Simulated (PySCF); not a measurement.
Protonation sites of hydrogen fluoride

System: hydrogen fluoride, `F` (HF). Non-hydrogen atoms are numbered in `[FH:1]`.

Level of theory: ωB97X-D3(BJ)/def2-TZVP single points in PySCF, grid level 2; every species was optimised with PBE0-D3(BJ)/def2-SVP. ωB97X-D3(BJ) is ωB97X-V with D3(BJ) in place of VV10. Zero-point and thermal terms (298.15 K, 1 bar) come from unscaled PBE0-D3(BJ)/def2-SVP harmonic frequencies, with soft modes damped to free rotors in the entropy.

```tsv
site	product	PA / kJ/mol	GB / kJ/mol
F1 (fluorine)	[H2F]+	493	465
```

PA is −ΔH and GB is −ΔG of B + H⁺ → BH⁺ in the gas phase.

Against the Active Thermochemical Tables (version 1.112): F1 485 (computed 493, error 8) kJ/mol.

Measured values (NIST Chemistry WebBook, evaluated or the median of agreeing entries): proton affinity (−ΔH) 484 kJ/mol (computed 493, difference 9); gas-phase basicity (−ΔG) 457 kJ/mol (computed 465, difference 9).

Structures, frequencies and single points took 3.2 s of wall time on 1 thread of Arm Neoverse V2 (shared host), launched as `OMP_NUM_THREADS=1 python redox_run.py task.json out`.

Differences come from unrounded values, so a last digit can differ from that of the printed terms.
